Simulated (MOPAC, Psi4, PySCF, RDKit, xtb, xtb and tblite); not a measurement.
Two geometries of C2H2O2, SMILES O=CC=O, relaxed at GFN2-xTB with one dihedral held; other torsions can differ between them too.

Structure A

```
6

O      1.2963     1.1345     0.0764
C      0.7383     0.0791     0.0367
C     -0.7729    -0.0873    -0.0643
O     -1.5177     0.7630    -0.4504
H      1.2834    -0.8849     0.0681
H     -1.1256    -1.0859     0.2611
```

Structure B

```
6

O     -1.3541     1.1478     0.0541
C     -0.7850     0.1004    -0.0166
C      0.7227    -0.0780     0.0022
O      1.4784     0.5321     0.6968
H     -1.3241    -0.8653    -0.1076
H      1.0655    -0.8555    -0.7116
```

Q: Which is lower in energy at the level Psi4 with DF-MP2 (frozen core)/cc-pVTZ // GFN2-xTB, and by how much?

A: A is lower, by 0.80 kcal/mol (dihedral O1–C2–C3–O4: 20° in A, 40° in B).

E(B) − E(A) in kcal/mol at the other levels, on the same two geometries: GFN2-xTB (xtb and tblite) -0.50; MMFF94 // GFN2-xTB (RDKit) -0.45; PBE0/def2-TZVP // GFN2-xTB (Psi4) 0.53; PBE0-D3(BJ)/def2-TZVP // GFN2-xTB (Psi4) 0.53; PBE/def2-TZVP // GFN2-xTB (Psi4) 0.59; PBE-D3(BJ)/def2-TZVP // GFN2-xTB (Psi4) 0.60; r2SCAN/def2-TZVP // GFN2-xTB (Psi4) 0.65; HF/cc-pVTZ // GFN2-xTB (Psi4) 0.34; UFF // GFN2-xTB (RDKit) 3.72; AM1, restricted, heats of formation // GFN2-xTB (MOPAC) -0.49; PM7, restricted, heats of formation // GFN2-xTB (MOPAC) -0.50; GFN1-xTB // GFN2-xTB (xtb) -0.73; restricted B3LYP/6-31G*, spherical d // GFN2-xTB (PySCF) 1.02; restricted MP2 (frozen core)/3-21G // GFN2-xTB (PySCF) 1.82; restricted B3LYP/LANL2DZ // GFN2-xTB (PySCF) 0.94; restricted MP2 (frozen core)/6-31G*, spherical d // GFN2-xTB (PySCF) 1.12.
